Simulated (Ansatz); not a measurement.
The input, for Ansatz 0.2.0:

```yaml
crystal:
  periodic: [false, false, false]
  atoms:
    - {symbol: C, position_ang: [0.000000, 0.000000, 0.038407]}
    - {symbol: C, position_ang: [0.000000, 0.000000, -1.141383]}
    - {symbol: H, position_ang: [0.000000, 0.000000, 1.102977]}
basis:
  gaussian: {orbitals: STO-3G}
magnetization: {spin_polarized: true, initial_magnetization: 1}
correlation: {method: ccsdtq, electrons: outside_noble_gas}
```

```sh
$ ansatz run in.yaml --threads 1 --pin off --events-out ev --progress --plain --max-ram 2880MiB --backend cpu
```

Output:

```
168 factors; integrals over basis functions are off by at most 2.0e-8 eV
mean field evaluation 1: about -2043.5280 eV, gradient 1.1e1 eV
mean field evaluation 2: about -2043.5328 eV, gradient 1.1e1 eV
mean field evaluation 4: about -2044.4727 eV, gradient 1.3e0 eV
mean field evaluation 8: about -2044.5072 eV, gradient 6.4e-3 eV
mean field evaluation 16: about -2044.8313 eV, gradient 2.1e0 eV
mean field evaluation 32: about -2044.4944 eV, gradient 4.6e-1 eV
mean field evaluation 64: about -2044.5062 eV, gradient 5.2e-7 eV
mean field evaluation 96: about -2044.5062 eV, gradient 4.3e-4 eV
mean field evaluation 128: about -2032.8660 eV, gradient 6.9e0 eV
mean field evaluation 160: about -2046.1177 eV, gradient 4.8e-4 eV
...
cycle  10  -3.76179703 eV  change    4.9e-4 eV  update   1.3e-4
cycle  11  -3.76197249 eV  change   -1.8e-4 eV  update   7.0e-5
cycle  12  -3.76207123 eV  change   -9.9e-5 eV  update   4.6e-5
cycle  13  -3.76215577 eV  change   -8.5e-5 eV  update   2.5e-5
cycle  14  -3.76219248 eV  change   -3.7e-5 eV  update   1.1e-5
cycle  15  -3.76219786 eV  change   -5.4e-6 eV  update   3.9e-6
cycle  16  -3.76220006 eV  change   -2.2e-6 eV  update   1.2e-6
cycle  17  -3.76220187 eV  change   -1.8e-6 eV  update   6.0e-7
cycle  18  -3.76220372 eV  change   -1.8e-6 eV  update   3.1e-7
cycle  19  -3.76220362 eV  change    1.0e-7 eV  update   1.2e-7
Total energy: -2049.87988079 eV, -75.3316961606 hartree
```

For the same geometry and basis full CI lies 1.5 meV lower.

Ran on 1 thread of AMD EPYC 7R13, shared host: 18 s wall, 0.31 GiB peak host memory.
